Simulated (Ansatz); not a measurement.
ZrC (rock salt): values from a third-order Birch-Murnaghan fit to a volume scan beside measured ones. Computed values: PBE (plane waves to 420 eV, PAW, scalar-relativistic; Ansatz, a quantum-chemistry and plane-wave program). ZrC is run without spin polarisation. ZrC was relaxed with its symmetry unable to fall.

```json
[
 {"quantity": "Lattice constant a (Å)", "reference": "4.696", "kind": "measured, room temperature or unstated"},
 {"quantity": "Bulk modulus B₀ (GPa)", "reference": "223.1", "kind": "measured, room temperature or unstated; from single-crystal elastic constants"}
]
```

References as given in: Guo-Xu Zhang, Anthony M Reilly, Alexandre Tkatchenko et al., New Journal of Physics (2018), doi:10.1088/1367-2630/aac7f0; arXiv:1102.4063. Values not taken to low temperature hold thermal and zero-point shifts that a static calculation lacks, so small differences there are no errors of the method.

**Question.** Estimate the PBE values and the sign and size of each difference.

**Answer.** 
```
quantity                  PBE  difference
----------------------  -----  ----------
Lattice constant a (Å)  4.709      +0.3 %
Bulk modulus B₀ (GPa)     222      -0.4 %
```



(Under strain, the slope of the energy per volume gives the stress and its curvature an elastic modulus.)
